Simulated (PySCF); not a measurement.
Basis-set dependence of excited states

Butyric acid, C4H8O2.
Atom-mapped SMILES: `[CH3:1][CH2:2][CH2:3][C:4](=[O:5])[OH:6]` (hydrogens: H7, H8, H9 on C1; H10, H11 on C2; H12, H13 on C3; H14 on O6)

TDDFT with PBE0 (PySCF), vertical singlets, core orbitals frozen in the response, spherical d and f functions. One conformer (not necessarily the lowest) at the PBE0-D3(BJ)/def2-SVP geometry, without solvent, vibrations or thermal averaging.

```json
{"basis": "6-31G*", "functions": "100", "diffuse": "no", "S1 (eV)": "6.01", "S2 (eV)": "8.55", "S3 (eV)": "8.79", "S4 (eV)": "9.05", "S5 (eV)": "9.12", "LUMO (eV)": "0.70", "α (au)": "47.1"}
{"basis": "def2-SVP", "functions": "124", "diffuse": "no", "S1 (eV)": "6.02", "S2 (eV)": "8.31", "S3 (eV)": "8.64", "S4 (eV)": "8.69", "S5 (eV)": "8.98", "LUMO (eV)": "0.53", "α (au)": "48.3"}
{"basis": "def2-SVPD", "functions": "190", "diffuse": "yes", "S1 (eV)": "5.94", "S2 (eV)": "7.42", "S3 (eV)": "8.08", "S4 (eV)": "8.32", "S5 (eV)": "8.48", "LUMO (eV)": "0.10", "α (au)": "57.4"}
{"basis": "def2-TZVP", "functions": "234", "diffuse": "no", "S1 (eV)": "5.98", "S2 (eV)": "7.80", "S3 (eV)": "8.23", "S4 (eV)": "8.48", "S5 (eV)": "8.80", "LUMO (eV)": "0.30", "α (au)": "55.1"}
```

Question: Compare the sets with the largest diffuse one.

Answer: States are compared by their number. Against the only diffuse basis here (def2-SVPD, itself not a converged limit), sets without diffuse functions differ by up to 0.08 eV in S1 and 0.64 eV in S5. State by state, the largest deviation of a set without diffuse functions is S1 0.08, S2 1.13, S3 0.71, S4 0.73, S5 0.64 eV. The same number needn't mean the same state in each row. Against def2-SVPD the polarisability deviates by -18% in 6-31G*, -16% in def2-SVP, -4% in def2-TZVP.
